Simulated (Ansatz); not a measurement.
```yaml
crystal:
  periodic: [false, false, false]
  atoms:
    - {symbol: C, position_ang: [0.000000, 0.000000, 0.000000]}
    - {symbol: F, position_ang: [0.000000, 0.000000, 1.236900]}
basis:
  gaussian: {orbitals: def2-TZVP}
magnetization: {spin_polarized: true, initial_magnetization: 3}
hamiltonian: {xc: pbe0}
relax: {f_tol: 0.004, max_steps: 80}
```

```sh
$ ansatz run in.yaml --threads 1 --pin off --events-out ev --progress --plain --max-ram 2176MiB
```

Steps of the relaxation (energy above the last step; positions in Å, forces in eV/Å):

```
2
step 1, 168.3 meV
C     0.000    0.000    0.000    0.000    0.000   -4.652
F     0.000    0.000    1.237    0.000    0.000    4.652
```

```
2
step 2, 21.8 meV
C     0.000    0.000   -0.024    0.000    0.000   -1.499
F     0.000    0.000    1.261    0.000    0.000    1.499
```

```
2
step 3, 0.6 meV
C     0.000    0.000   -0.037    0.000    0.000   -0.241
F     0.000    0.000    1.274    0.000    0.000    0.241
```

```
2
step 5, 0.0 meV
C     0.000    0.000   -0.040    0.000    0.000    0.000
F     0.000    0.000    1.276    0.000    0.000    0.000
```

Close pairs at the end: C1–F2 1.316 Å.

A stationary point of unrestricted PBE0 after 5 steps, with ⟨S²⟩ = 3.753 against 3.75 for a pure state. 4.6 s on 1 thread of Arm Neoverse V1, shared host.
